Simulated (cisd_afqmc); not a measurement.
Input (AFQMC/CISD/aug-cc-pVDZ; cisd_afqmc is a phaseless AFQMC code with CISD trial states that reads the integrals written by Ansatz):

Ansatz 0.2 input:
```python
import cisd_afqmc

open("ham.yaml", "w").write("""\
crystal:
  periodic: [false, false, false]
  atoms:
    - {symbol: C, position_ang: [0.00000000, 0.00000000, 0.00000000]}
    - {symbol: H, position_ang: [0.00000000, 0.00000000, 1.07731727]}
    - {symbol: H, position_ang: [0.00000000, 0.93298412, -0.53865863]}
    - {symbol: H, position_ang: [0.00000000, -0.93298412, -0.53865863]}
basis:
  gaussian:
    orbitals: aug-cc-pVDZ
magnetization: {spin_polarized: true, initial_magnetization: 1}
correlation: {method: ccsd, electrons: outside_noble_gas, hamiltonian_folder: ham}
""")
rep = cisd_afqmc.ansatz("ham.yaml")
e_ccsd = rep["correlation"]["coupled_cluster"]["energy"]["hartree"]
out = cisd_afqmc.run("ham", e_ccsd, trial="CISD", walkers=200, populations=8, threads=8, dt=0.005, steps=40, early=24, settle=10, least=32,
    cut=5e-5, rank_cut=2e-4, target=0.0004, seconds=1500, seed=1, memory=17280, gpu=False)
```

Output:

```
orbitals 49, occupied [4, 3], factors 267 of 489, rank of the doubles 125 of 318
E(HF) = -39.565804
E(CCSD) on the cut factors = -39.720917, shift to the whole factors -0.000015
Energy of the trial state on the determinant = -39.720872
  tau behind 7.2 of longer steps, mean of the populations' last blocks
   2.0  -39.72471
   4.0  -39.72480
   6.0  -39.72477
   8.0  -39.72430
blocks 266 (2 outliers left out), error by blocks joined: 1: 0.00006, 2: 0.00008, 4: 0.00010, 8: 0.00012, 16: 0.00011
E(AFQMC/CISD) = -39.72471 +/- 0.00012
```
